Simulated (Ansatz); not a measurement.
A nudged elastic band was laid between two geometries of BH3 + H3Si (8 atoms, charge 0, multiplicity 2).

All numbers below come from UKS B3LYP-D4/def2-SVP (Ansatz 0.2.0).

* movable images: 7
* climbing image: yes
* spring: 5.0 eV/Å²
* optimiser: quadratic models (default)
* start path: through a guess of the saddle point
* force threshold: 0.05 eV/Å
* iteration limit: 60
* end points: relaxed

Initial state:

```xyz
8
Properties=species:S:1:pos:R:3
B -0.002 0.000 -0.671
H -0.002 0.001 0.534
H 1.041 0.000 -1.275
H -1.044 0.000 -1.276
Si 0.004 -0.001 3.958
H -0.767 -1.196 4.410
H 1.421 -0.067 4.425
H -0.651 1.263 4.408
```

Final state:

```xyz
8
Properties=species:S:1:pos:R:3
B -0.004 -0.001 0.606
H 0.445 1.049 1.118
H 0.812 -0.803 0.225
H -1.135 0.051 0.193
Si -0.018 -0.040 2.740
H -0.613 -1.373 3.089
H 1.373 0.059 3.259
H -0.859 1.058 3.284
```

Q: Which bonds break or form, and what moves?

A: Bonds formed: B1–Si5. BH3 + H3Si becomes BH6Si.

Q: Give the energies along the band, and the barrier.

A: The run converged. The highest image is number 0 of 0 to 8, 0.0 kcal/mol above the first end and 18.9 kcal/mol above the last; the last end lies 18.9 kcal/mol below the first. The highest image is an end point: on this band no image between the ends rises above it. A vibrational analysis next to that end finds imaginary modes (62i, 43i cm⁻¹), so it isn't a minimum.

```
image  path coordinate (Å)  energy (kcal/mol)  B1–Si5 (Å)
    0                 0.00                0.0        4.63
    1                 0.31                0.0        4.63
    2                 0.93               -0.2        4.44
    3                 1.55               -0.8        4.14
    4                 2.17               -1.8        3.76
    5                 2.79               -3.9        3.34
    6                 3.41               -7.9        2.88
    7                 4.04              -14.9        2.40
    8                 4.66              -18.9        2.13
```

The run took 3.8 min on 1 thread of Arm Neoverse V1, with other jobs on the host, peak memory 0.14 GiB.
